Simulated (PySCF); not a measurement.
Molecule: cyclohexene, C$_{6}$H$_{10}$.

Mapped SMILES: `[CH:1]1=[CH:2][CH2:3][CH2:4][CH2:5][CH2:6]1` (H(Xn): hydrogen on atom n).

Geometry PBE0-D3(BJ)/def2-SVP throughout; GIAO in PySCF 2.14.0 with density-fitted response routines, gas phase, one conformer, non-relativistic; equivalent atoms averaged; functional PBE0.

For orientation, cc-pVDZ gives these absolute shieldings σ: C1/C2 67.7, C3/C6 168.8, C4/C5 171.8, H(C1)/H(C2) 25.52, H(C3)/H(C6) 29.36, H(C4)/H(C5) 29.81 ppm.

A run gave: C1/C2 74.1, C3/C6 173.4, C4/C5 176.7, H(C1)/H(C2) 26.58, H(C3)/H(C6) 30.53, H(C4)/H(C5) 30.97 ppm (absolute shieldings σ).

Task: Which basis set was used in that run?
A. 6-31G
B. def2-SVP
C. pcSseg-1
D. IGLO-III

Result: A. H(C3)/H(C6) tells them apart best: 6-31G gives 30.53, def2-SVP gives 29.52, IGLO-III gives 29.30, pcSseg-1 gives 29.28 ppm.
